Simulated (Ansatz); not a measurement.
This geometry of CH2ClSi (5 atoms, charge 0, multiplicity 2) is a first-order saddle point.

These are results of Ansatz, UKS PBE0-D4/cc-pVDZ, not measurements.

```xyz
5
Properties=species:S:1:pos:R:3
Si -0.281 0.486 -0.409
C 0.407 -0.698 0.575
Cl 1.103 -1.868 1.499
H -1.548 0.237 -1.148
H 0.318 1.844 -0.517
```

**Question.** Which two structures does it join? (They come from a converged band through this point; their orientation in space is the band's.)

**Answer.** No bond is made or broken. The dihedral H5–Si1–C2–Cl3 changes from -180 to 0° by way of a nearly straight angle Si1–C2–Cl3 (up to 178°), not by a turn about the bond. The two ends are copies of one structure, up to a mirror image or an exchange of like atoms.

Image 0:

```xyz
5
Properties=species:S:1:pos:R:3
Si -0.249 0.516 -0.367
C 0.635 -0.499 0.681
Cl 0.854 -2.005 1.345
H -1.412 0.055 -1.177
H 0.172 1.934 -0.482
```

Image 8:

```xyz
5
Properties=species:S:1:pos:R:3
Si -0.316 0.449 -0.403
C 0.198 -0.929 0.461
Cl 1.256 -1.608 1.547
H -1.479 0.306 -1.311
H 0.341 1.783 -0.294
```

**Question.** How far does it lie above each of them?

**Answer.** 0.043 eV above the first and 0.043 eV above the second. This is the barrier of this one path; another mechanism may lie lower.

Run time: 5.1 min on 1 thread of Arm Neoverse V1, on a shared host, peak memory 0.23 GiB.
